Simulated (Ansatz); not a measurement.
Input file:

```yaml
crystal:
  periodic: [false, false, false]
  atoms:
    - {symbol: B, position_ang: [0.000000, 0.000000, -1.444600]}
    - {symbol: N, position_ang: [0.000000, 0.000000, -0.177700]}
    - {symbol: Ge, position_ang: [0.000000, 0.000000, 1.622300]}
basis:
  gaussian: {orbitals: cc-pVTZ}
total_charge: 1
magnetization: {spin_polarized: true, initial_magnetization: 1}
correlation: {method: ccsd_t, electrons: outside_noble_gas}
```

```sh
$ ansatz run in.yaml --threads 2 --pin off --events-out ev --progress --plain --max-ram 15360MiB --backend cuda --devices 0, --max-vram 18GiB
```

Log:

```
651 factors; integrals over basis functions are off by at most 1.5e-3 eV
mean field evaluation 1: about -58608.3113 eV, gradient 5.2e1 eV
mean field evaluation 2: about -58608.3611 eV, gradient 5.2e1 eV
mean field evaluation 4: about -58620.3691 eV, gradient 5.6e0 eV
mean field evaluation 8: about -58620.7299 eV, gradient 9.5e-1 eV
mean field evaluation 16: about -58620.7524 eV, gradient 2.1e-6 eV
mean field evaluation 32: about -58617.2116 eV, gradient 3.3e-1 eV
mean field evaluation 64: about -58612.2361 eV, gradient 3.0e1 eV
mean field evaluation 96: about -58616.8445 eV, gradient 3.5e0 eV
mean field evaluation 128: about -58617.2133 eV, gradient 5.2e-1 eV
mean field evaluation 160: about -58617.2250 eV, gradient 1.3e-3 eV
...
cycle   1  -8.76777436 eV  change   -5.6e-1 eV  update   2.6e-2
cycle   2  -8.80050947 eV  change   -3.3e-2 eV  update   6.7e-3
cycle   3  -8.79937223 eV  change    1.1e-3 eV  update   3.7e-3
cycle   4  -8.80162091 eV  change   -2.2e-3 eV  update   1.6e-3
cycle   5  -8.80270093 eV  change   -1.1e-3 eV  update   7.8e-4
cycle   6  -8.80295914 eV  change   -2.6e-4 eV  update   3.5e-4
cycle   7  -8.80299691 eV  change   -3.8e-5 eV  update   1.5e-4
cycle   8  -8.80308747 eV  change   -9.1e-5 eV  update   5.8e-5
cycle   9  -8.80306758 eV  change    2.0e-5 eV  update   2.4e-5
cycle  10  -8.80306468 eV  change    2.9e-6 eV  update   9.7e-6
perturbative correction -0.49699167 eV, -0.0182641071 hartree
Total energy: -58630.05241591 eV, -2154.6146854077 hartree
```

For the same geometry and basis UCCSDT(Q) lies 54.3 meV lower.

Ran on 2 threads of AMD EPYC 7R13 with a shared H100 80 GB, shared host: 5.5 s wall, 0.81 GiB peak host memory.
